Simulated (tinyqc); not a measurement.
Stretching all distances: RHF, UHF, MP2, CISD and CCSD against full CI in the sto-6g basis, for CH3+, spin multiplicity 1. Computed by the program tinyqc with PySCF. 

Geometry (angstrom):
```
atom        x        y       z
C      0.0000   0.0000  0.0180
H      1.0460   0.0000  0.0000
H     -0.5230   0.9060  0.0000
H     -0.5230  -0.9060  0.0000
```

All coordinates are multiplied by the scale. c0^2 is the weight of the RHF determinant in the lowest singlet FCI state (UHF is spin-contaminated and may lie near states of higher spin) and n(LUMO) the first natural occupation beyond the occupied space.

Full CI energy (hartree) and errors against it (kcal/mol):
```
scale  distance 1-2 (angstrom)     E(FCI)      RHF     UHF     MP2    CISD    CCSD  <S^2> UHF   c0^2  n(LUMO)
0.960                    1.004  -39.17085   32.146  32.146   9.207   0.709   0.202      0.000  0.974    0.014
1.210                    1.266  -39.19471   49.741  49.741  15.695   2.052   0.514      0.000  0.946    0.033
1.460                    1.527  -39.05976   75.646  75.646  25.731   5.705   1.535      0.000  0.889    0.079
1.700                    1.778  -38.91738  109.729  89.147  39.319  13.722   4.436      1.127  0.790    0.179
1.950                    2.040  -38.80586  155.461  62.714  56.863  29.696  11.885      1.747  0.627    0.389
```

UHF parts from RHF first at scale 1.7 of those listed, where <S^2> leaves zero. The weight c0^2 goes from 0.97 to 0.63 and n(LUMO) from 0.01 to 0.39: static correlation grows as the bonds break into open-shell fragments. The spread of the error along the curve, which distorts its shape, is CCSD 11.7, CISD 29.0, MP2 47.7, UHF 57.0, RHF 123.3 kcal/mol. The table stops here: at scale 2.2 and beyond, the reference weight falls under 0.45 or RHF, UHF or CCSD hop between solutions, so those rows were left out and the spreads given cover only the rows shown. As computed, partly on other solutions, the errors there reach in size RHF 260, UHF 41, MP2 78, CISD 78, CCSD 39 kcal/mol.
